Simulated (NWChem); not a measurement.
Molecule: methanethiol (CH4S); SMILES CS

```xyz
6

C      0.0118     1.1488     0.0000
S      0.0686    -0.6625     0.0000
H     -0.4794     1.5445     0.8999
H      1.0567     1.4884     0.0000
H     -0.4794     1.5445    -0.8999
H     -1.2656    -0.8692     0.0000
```
Atoms are numbered in this order, from 1.

All runs use the structure optimised with PBE0/def2-SVP.

Symmetry labels are those of Cs in the frame above (b1 and b2, or b-type labels, depend on it). States above −ε(HOMO) = 6.6 eV lie in this functional's continuum and hang on the basis.

Question: List the 6 lowest vertical singlet excitations and the 6 lowest triplet ones from B3LYP/6-31+G* (spherical d), full TDDFT (NWChem).

Answer: 
```
state  energy (eV)  oscillator strength  symmetry  leading excitation (squared amplitude)
-----  -----------  -------------------  --------  --------------------------------------
S1            5.16                0.008        a"                      HOMO → LUMO (0.96)
S2            5.83                0.036        a"                    HOMO → LUMO+1 (0.98)
S3            6.72                0.014        a"                    HOMO → LUMO+2 (0.92)
S4            7.04                0.009        a"                    HOMO → LUMO+4 (0.93)
S5            7.12                0.027        a'                    HOMO → LUMO+3 (0.99)
S6            7.84                0.001        a"                    HOMO → LUMO+5 (0.69)
T1            4.78       spin-forbidden        a"                      HOMO → LUMO (0.90)
T2            5.38       spin-forbidden        a"                    HOMO → LUMO+1 (0.95)
T3            6.50       spin-forbidden        a"                    HOMO → LUMO+2 (0.73)
T4            6.95       spin-forbidden        a'                    HOMO → LUMO+3 (0.98)
T5            6.97       spin-forbidden        a"                    HOMO → LUMO+4 (0.79)
T6            7.06       spin-forbidden        a'                    HOMO−1 → LUMO (0.80)
```
